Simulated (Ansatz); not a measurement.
# HGe–GeH⁺, doublet: the ladder up to RCCSDTQ

Geometry: that of the HGe–GeH, triplet, kept fixed.

```xyz
4

Ge    0.0000   -0.0625    1.2017
Ge    0.0000    0.0625   -1.2017
H     0.0000    1.4524    1.6545
H     0.0000   -1.4524   -1.6545
```

Basis cc-pVDZ; Ansatz 0.2.0. Correlated methods freeze the noble-gas cores and the filled d shells of p-block atoms, which leaves 9 electrons in 36 orbitals. R marks a restricted (for open shells ROHF) determinant, U an unrestricted one. Active spaces: valence = (9e, 10o) chosen from the atoms' valence shells. No spin–orbit coupling is included, and no scalar relativity.

Full CI isn't at hand for all of this; RCCSDTQ serves as the reference, and is uncertain by the last step of the cluster series or more. The frozen core follows each run's orbitals, which can shift R against U totals by a few meV for light atoms and by up to 0.1 eV past Ca.

HF rows: RHF is the lowest solution found. Coupled cluster chose its determinant by a search with trial CCSD, here up to 0.18 eV above the lowest Hartree–Fock solution of its kind, and MP2 stands on that determinant too.

```
UHF ⟨S²⟩                            : 0.885
⟨S²⟩ of the determinant under UCCSD : 0.759
T1 diagnostic (RCCSD)               : 0.0348
largest doubles amplitude (RCCSD)   : 0.168
```

```tsv
level	E − E(RCCSDTQ) (kcal/mol)	share of correlation (%)	wall time
RHF†	118.18	–	–
RMP2	30.18	75.32	–
RCCSD	7.26	94.07	–
RCCSD(T)	1.70	98.61	25 s
BCCD(T)	1.84	98.49	22 s
RCCSDT	0.47	99.62	–
RCCSDT(Q)	0.03	99.98	41 s
CASSCF (valence space)	60.00	50.94	–
NEVPT2 (valence space)	15.08	87.67	16 s
MRCISD (valence space)	3.48	97.16	–
MRCISD+Q (valence space)	0.16	99.87	14 s (H100)
```

A dagger marks rows that describe another state than the reference (another or a broken symmetry, a higher spin or other natural occupations), so the difference holds a gap between states beside the method's error.

The correlation energy at RCCSDTQ, counted from the determinant under the R cluster runs, is -5.303 eV. That run took 57 s on 2 threads of AMD EPYC 7R13 with a shared H100 80 GB, shared host.

Run but not shown, since their state, orbitals or frozen core can't be matched to the reference's or they repeat it: UHF, UMP2, CISD, UCCSD, UCCSD(T), UCCSDT, UCCSDT(Q).

Times hold each run's SCF and search for its determinant on a shared host, so for small cases they say little of a method's own cost; rows without a card ran on 1 thread of AMD EPYC 7R13. Some runs computed forces too.

Natural occupations of CASSCF (valence space) about the gap: 1.980 1.968 1.952 1.836 0.967 0.155 0.057 0.036 0.027 0.022; effectively unpaired electrons, Σ n²(2−n)², 1.21.
